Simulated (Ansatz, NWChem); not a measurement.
Worked example: the enthalpy of formation of CH3O (hydroxymethyl radical)

The species is CH3O (5 atoms), meant as a doublet with charge 0. SMILES: `[CH2]O`. The coordinates come from a PBE0-D4/def2-TZVP relaxation. This is one conformer, not always the lowest.

Total energies at UB2PLYP/def2-TZVPP, 2 core orbitals frozen (NWChem 7.3.0); the atoms run unrestricted:

```tsv
species	state	energy (Eh)
CH3O	doublet	-115.023101
C	triplet	-37.827033
O	triplet	-75.051906
H	doublet	-0.498613
```

Harmonic wavenumbers at UPBE0-D4/def2-TZVP, in cm⁻¹: 415, 548, 1057, 1236, 1364, 1487, 3148, 3290, 3874.

Measured heats of formation of the gaseous atoms at 298.15 K, in kJ/mol: C 716.9, O 249.2, H 218.0. Spin-orbit lowering of the atoms at 298 K (mean of the ground term's levels less their thermal mean, from spectra), in kJ/mol: C 0.02, O 0.40. Take 1 Eh = 2625.50 kJ/mol, 1 cm⁻¹ = 0.0119627 kJ/mol, RT = 2.479 kJ/mol.

Q: What heat of formation follows?

A: 
1. Electronic atomisation energy: (-37.827033) + (-75.051906) + 3 × (-0.498613) − (-115.023101) = 0.648323 Eh = 1702.2 kJ/mol.
2. Zero-point energy: half the sum of the wavenumbers, 8209.5 cm⁻¹ = 98.2 kJ/mol.
3. Thermal vibrational enthalpy, Σ hcν̃/(exp(hcν̃/kT) − 1): 1.4 kJ/mol. Translation, rotation and pV of a non-linear molecule: 4 RT = 9.9 kJ/mol.
4. The 5 free atoms carry 5/2 RT each: 31.0 kJ/mol.
5. Spin-orbit coupling lowers the free atoms by 0.02 + 0.40 = 0.4 kJ/mol.
6. Atomisation enthalpy at 298 K: 1702.2 − 0.4 − 98.2 − 1.4 − 9.9 + 31.0 = 1623.3 kJ/mol.
7. Sum of the atoms' heats of formation: 1620.1 kJ/mol. Heat of formation: 1620.1 − 1623.3 = -3.2 kJ/mol.

The tabulated value is -16.1 kJ/mol (Active Thermochemical Tables), so this level is off by +12.9 kJ/mol, or 0.8 % of the atomisation enthalpy. Anharmonicity and any spin-orbit splitting of the molecule are left out, and so is core correlation.
